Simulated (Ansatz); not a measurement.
# bcc Nb

Method: RPBE (plane waves, PAW; Ansatz, a quantum-chemistry and plane-wave program).

Numerical settings: plane-wave cutoff 520 eV, 24×24×24 k mesh, Fermi–Dirac smearing 0.05 eV, no spin polarisation, scalar-relativistic PAW data made under PBE.

Cell (relaxed at this level):

```xyz
1
Lattice="-1.6646 1.6646 1.6646 1.6646 -1.6646 1.6646 1.6646 1.6646 -1.6646" Properties=species:S:1:pos:R:3 pbc="T T T"
Nb     0.0000     0.0000     0.0000
```

| Property | Value |
|---|---|
| bulk modulus B0 | 162 GPa |
| band gap | zero (no gap) |
| pressure derivative B′ of the bulk modulus | 3.7 |

Measured, for comparison: bulk modulus 173 GPa (0 K value with the zero-point phonon effect removed; as tabulated in Mejia-Rodriguez and Trickey (2018), arXiv:1807.09216). Computed (rounded) less measured: bulk modulus -6 %.

Spin–orbit coupling is not included.

Static lattice: no zero-point or thermal effects.

Cost on a shared machine: around 30 core-seconds (rough).
